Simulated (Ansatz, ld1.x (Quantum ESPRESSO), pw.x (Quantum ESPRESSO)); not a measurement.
## Equation-of-state test of one ultrasoft potential (titanium (Ti))

ld1.x (Quantum ESPRESSO) 7.5 input, shortened:

```
&input
   title='Ti', zed=22., rel=1, dft='PBESOL', iswitch=3,
   config='[Ar] 3d2 4s1 4p1'
 /
 &inputp
   pseudotype=3, tm=.true., lloc=-1, rcloc=2.95,
   nlcc=.true., new_core_ps=.true., rcore=2.00
 /
6
4S  1  0   1.00   0.00  2.05  2.70  0.0
4S  1  0   0.00   0.05  2.05  2.70  0.0
4P  2  1   1.00   0.00  2.40  3.00  0.0
4P  2  1   0.00   0.25  2.40  3.00  0.0
3D  3  2   2.00   0.00  1.95  2.70  0.0
3D  3  2   0.00  -0.05  1.95  2.70  0.0
 &test
   configts(1)='3d2 4s1 4p1'
 /
```

Crystal test: sc Ti in pw.x 7.5, no spin, 13³ k-points, Fermi–Dirac smearing 0.01 Ry, cutoffs 40/600 Ry. The reference is all-electron LAPW (Ansatz 0.2.0) with the same functional, mesh and smearing; V0 and B0 come from Birch–Murnaghan fits to the pressures at five volumes. Errors are pseudo minus all-electron; Δ is the rms difference of the E(V) curves that follow from these fits, minima aligned, over ±6 % about the mean V0. Mesh and smearing are coarse, so the numbers serve the comparison and aren't converged zero-temperature values; the lattice is a test structure that the element need not adopt.

```
V (Å³/atom)  P all-electron (GPa)  P pseudo (GPa)
     16.796                  4.20            5.99
     17.238                  1.76            3.46
     17.680                 -0.42            1.18
     18.122                 -2.37           -0.86
     18.564                 -4.12           -2.70
```

All-electron: a0 = 2.601 Å (V0 = 17.59 Å³/atom), B0 = 83.9 GPa.

Pseudopotential: mean pressure error (GPa): +1.60; a0 (Å): 2.617; a0 error (%): +0.64; B0 error (%): -1.8; Δ (meV/atom): 6.1. The largest radius (3.00 bohr) exceeds half the bond length (2.46 bohr), so the spheres overlap, which is one possible source of error among others. This is a poor potential for the solid. Atomic configuration tests: 1 of 7 tests not solved or not reliable.

Task: At the middle volume, how do free energy and pressure move when the wave cutoff is lowered (ecutrho held at 600 Ry)?

Result:

```json
{"cutoff (Ry)": "18", "shift of F (meV/atom)": "+110.0", "shift of P (GPa)": "-3.14"}
{"cutoff (Ry)": "24", "shift of F (meV/atom)": "+7.6", "shift of P (GPa)": "-0.00"}
{"cutoff (Ry)": "32", "shift of F (meV/atom)": "+2.6", "shift of P (GPa)": "-0.13"}
```

The run at the middle volume (84 k-points, 8 iterations) took about 6 s on one core of a shared host (Neoverse-V1, 32 threads, 247 GiB, load 18).
